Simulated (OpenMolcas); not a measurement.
**Worked example: vertical energy of the triplet above the singlet of C2Cl2O2 (oxalyl chloride)**

The species is C2Cl2O2 (6 atoms), meant as a singlet with charge 0. As SMILES, `O=C(Cl)C(=O)Cl`. Geometry: relaxed at GFN2-xTB. This is one conformer, not always the lowest.

Both states at this one shape; open shells run unrestricted unless said. 1 Eh = 27.2114 eV.

| level | program | singlet C2Cl2O2 (Eh) | triplet C2Cl2O2 (Eh) |
| --- | --- | --- | --- |
| APF/ANO-L-MB | OpenMolcas | -1146.240351 | -1146.141261 |
| APF/ANO-L-VDZ | OpenMolcas | -1146.609446 | -1146.502743 |
| APF/ANO-L-VDZP | OpenMolcas | -1146.769988 | -1146.661620 |
| APF/ANO-L-VTZP (RICD fitting) | OpenMolcas | -1146.797248 | -1146.690148 |

Q: Work out the vertical gap, second state less first, at each level.

A: 
1. APF/ANO-L-MB: -1146.141261 − (-1146.240351) = 0.099090 Eh = 2.70 eV.
2. APF/ANO-L-VDZ: -1146.502743 − (-1146.609446) = 0.106703 Eh = 2.90 eV.
3. APF/ANO-L-VDZP: -1146.661620 − (-1146.769988) = 0.108368 Eh = 2.95 eV.
4. APF/ANO-L-VTZP (RICD fitting): -1146.690148 − (-1146.797248) = 0.107100 Eh = 2.91 eV.

No measured value is set beside it here; the levels span 2.70 to 2.95 eV. Minimal sets are far from the basis-set limit.
